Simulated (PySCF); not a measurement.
**The bond of AlS, level by level**

An exercise on one series of results from a longer session: the logs are not shown, and one member is left open.

Computed with PySCF 2.14.0. Level: Al def2-SVP, S def2-SVP, no relativity.

Set-up of the first run:

Settings of the job:

```
atoms                         : Al, S
charge                        : 0
basis                         : Al def2-SVP, S def2-SVP
Hamiltonian                   : no relativity
basis functions               : 36
electrons treated             : 29
masses in u                   : 26.9815, 31.9721
levels                        : PBE0, PBE, r²SCAN, PBEsol, MN15, BP86, HSE06, HF, MP2, SCS-MP2, CCSD, CCSD(T)
grid                          : 80 radial by 434 angular points
occupations                   : held fixed by the projection of orbital angular momentum
dissociation limit            : Al + S, each in its ground configuration
starting distance in angstrom : 2.180
values of 2S to try           : 1, 3
```

The run is started by

```
> OMP_NUM_THREADS=1 python dia.py task.json out
```

Steps of the session up to this table: The job; The PBE0 curve of the state that the search chose; Higher solutions at PBE0; PBE; r²SCAN; PBEsol; MN15; BP86 (GGA); HSE06 (range-separated hybrid); UHF (mean field); MP2 and coupled cluster.

One of the session's tables, all rows but one given; the rest of the session is left out.

Energy (eV) from each level's lowest point:

```
R (Å)    UHF  UHF-MP2  UHF-SCS-MP2  UHF-CCSD  UHF-CCSD(T)
1.755  1.219    1.348        1.361       n/a          n/a
1.837  0.494    0.580        0.593     0.600        0.642
1.919  0.121    0.163        0.172     0.184        0.207
1.980  0.009    0.022        0.029     0.039        0.049
2.041  0.000    0.000        0.000     0.000        0.000
2.102  0.062    0.077        0.068     0.039        0.033
2.184  0.206    0.300        0.272     0.173        0.171
2.286      ?        ?            ?         ?            ?
2.408  0.722    1.106        1.012     0.791        0.811
2.572  1.136    1.652        1.525       n/a          n/a
```

Estimate the missing values for R (Å) = 2.286.

Worked estimate for «UHF». A straight line through the neighbours (2.184, 0.206) and (2.408, 0.722) gives 0.206 + (0.722 − 0.206) × (2.286 − 2.184) / (2.408 − 2.184) = 0.441; a parabola fitted to 4 rows on both sides gives 0.432.

**Answer.** UHF: 0.428; UHF-MP2: 0.665; UHF-SCS-MP2: 0.605; UHF-CCSD: 0.426; UHF-CCSD(T): 0.433. In «UHF» the line misses by +0.013 and the parabola by +0.004.
